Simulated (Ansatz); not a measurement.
```yaml
crystal:
  periodic: [false, false, false]
  atoms:
    - {symbol: Al, position_ang: [0.000000, 0.000000, -1.752734]}
    - {symbol: Ge, position_ang: [0.000000, 0.000000, 1.709621]}
    - {symbol: N, position_ang: [0.000000, 0.000000, 0.043113]}
basis:
  gaussian: {orbitals: def2-TZVP}
hamiltonian: {xc: pbe0}
relax: {f_tol: 0.004, max_steps: 80}
```

```sh
$ ansatz run in.yaml --threads 1 --pin off --events-out ev --progress --plain --max-ram 2176MiB
```

Steps of the relaxation (energy above the last step; positions in Å, forces in eV/Å):

```
3
step 1, 1.2 meV
Al    0.000    0.000   -1.753    0.000    0.000   -0.066
Ge    0.000    0.000    1.710    0.000    0.000    0.313
N     0.000    0.000    0.043    0.000    0.000   -0.246
```

```
3
step 2, 0.2 meV
Al    0.000    0.000   -1.755    0.000    0.000   -0.034
Ge    0.000    0.000    1.713    0.000    0.000    0.110
N     0.000    0.000    0.042    0.000    0.000   -0.076
```

```
3
step 3, 0.0 meV
Al    0.000    0.000   -1.757    0.000    0.000   -0.005
Ge    0.000    0.000    1.715    0.000    0.000   -0.001
N     0.000    0.000    0.042    0.000    0.000    0.006
```

```
3
step 4, 0.0 meV
Al    0.000    0.000   -1.757    0.000    0.000   -0.001
Ge    0.000    0.000    1.715    0.000    0.000    0.000
N     0.000    0.000    0.042    0.000    0.000    0.001
```

Close pairs at the end: Ge2–N3 1.674 Å, Al1–N3 1.799 Å.

A stationary point of restricted PBE0 after 4 steps (its stability towards spin polarisation wasn't tested); no frequencies were run, so it isn't proven a minimum. 8.5 s on 1 thread of Intel Xeon 6975P-C, shared host.
